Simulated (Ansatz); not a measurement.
This geometry of C₂H₆S₂ (10 atoms, charge 0, multiplicity 1) is a first-order saddle point.

Level of theory: RHF/def2-SVP (Ansatz).

```xyz
10
Properties=species:S:1:pos:R:3
C -1.054 1.401 -0.753
S 0.749 1.116 -0.763
S 1.120 0.237 1.070
C 0.903 -1.528 0.712
H -1.506 0.902 -1.608
H -1.480 1.008 0.166
H -1.250 2.470 -0.810
H 1.136 -2.058 1.636
H -0.123 -1.749 0.423
H 1.587 -1.848 -0.070
```

Task: Which two structures does it join? (They come from a converged band through this point; their orientation in space is the band's.)

Result: No bond is made or broken. The dihedral H6–C1–S2–S3 goes from 59 to -63°. The two ends are copies of one structure, up to a mirror image or an exchange of like atoms.

Image 0:

```xyz
10
Properties=species:S:1:pos:R:3
C -1.067 1.521 -0.314
S 0.736 1.355 -0.185
S 0.947 -0.136 1.231
C 0.932 -1.643 0.220
H -1.523 0.609 -0.691
H -1.498 1.785 0.649
H -1.247 2.329 -1.023
H 1.085 -2.473 0.909
H -0.023 -1.772 -0.286
H 1.740 -1.625 -0.508
```

Image 10:

```xyz
10
Properties=species:S:1:pos:R:3
C -1.013 1.330 -0.869
S 0.764 0.970 -0.944
S 1.168 0.326 0.979
C 0.856 -1.458 0.866
H -1.288 1.708 -1.853
H -1.591 0.432 -0.660
H -1.220 2.089 -0.119
H 1.081 -1.869 1.851
H -0.184 -1.664 0.625
H 1.508 -1.916 0.127
```

Task: How far does it lie above each of them?

Result: 0.078 eV above the first and 0.078 eV above the second. This is the barrier of this one path; another mechanism may lie lower.

Time of the run: 4.8 min on 1 thread of Intel(R) Xeon(R) Processor @ 2.50GHz (Skylake/Cascade Lake) (shared host), peak memory 0.18 GiB.
